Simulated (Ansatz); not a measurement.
# TiNi (P4/mmm)

Level of theory: DFT r2SCAN, scalar-relativistic, plane waves, PAW (Ansatz).

Plane waves to 500 eV, a k mesh through Γ of 16×16×12 on the computed 2-atom cell and Gaussian smearing (0.10 eV); no spin polarisation.

The structure is relaxed at this level of theory with its symmetry kept. Whether it is the stable form of this composition wasn't checked.

```
CELL_PARAMETERS angstrom
3.00262 0.00000 0.00000
0.00000 3.00262 0.00000
0.00000 0.00000 2.95870
ATOMIC_POSITIONS crystal
Ti 0.50000 0.50000 0.50000
Ni 0.00000 0.00000 0.00000
```

```
Space group                                                       : P4/mmm (No. 123)
Volume per atom                                                   : 13.34 Å³
Formation energy from the elements' standard states (uncorrected) : -0.338 eV/atom
Generalised Kohn–Sham band gap                                    : none (metal)
Density of states at the Fermi level                              : 2.40 states/eV per cell
Löwdin character within 0.5 eV of the Fermi level                 : Ti 3d 62 %, Ni 3d 27 %, unprojected 7 %
Bader charges (e)                                                 : Ti (1 in the cell) 1.33, Ni (1 in the cell) -1.33
```

Spin polarisation was left out, and a magnetic state may lie lower.

A ferromagnetic start lost its moments in a first run, so spin was left out; other magnetic orders weren't tried.